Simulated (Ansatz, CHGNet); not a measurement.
How the equilibrium lattice constant a of cubic perovskite KTaO₃ moves with the method

No measured value is used here.

| level (code) | value (Å) |
|---|---|
| CHGNet 0.3.0 (CHGNet) | 4.028 |
| LDA (Ansatz) | 3.952 |
| PBE (Ansatz) | 4.025 |
| PBE-D4 (Ansatz) | 4.011 |
| r²SCAN+rVV10 (Ansatz) | 3.981 |
| PBE0 (Ansatz) | 3.986 |
| Hartree–Fock (Ansatz) | 3.992 |

Density-functional levels without +SOC have no spin–orbit coupling. CHGNet 0.3.0, LDA, PBE, PBE-D4, r²SCAN+rVV10, PBE0, Hartree–Fock: the relaxation could not lower the start's symmetry, so the cell can be a saddle point above a distorted one. Cutoffs and k meshes differ between the levels. Ansatz's density-functional and Hartree–Fock values are scalar-relativistic unless marked +SOC, with PAW data made under PBE.

Machine-learned potentials (CHGNet 0.3.0) are trained on DFT data, which may include these solids.

Ansatz is a quantum-chemistry and plane-wave program.
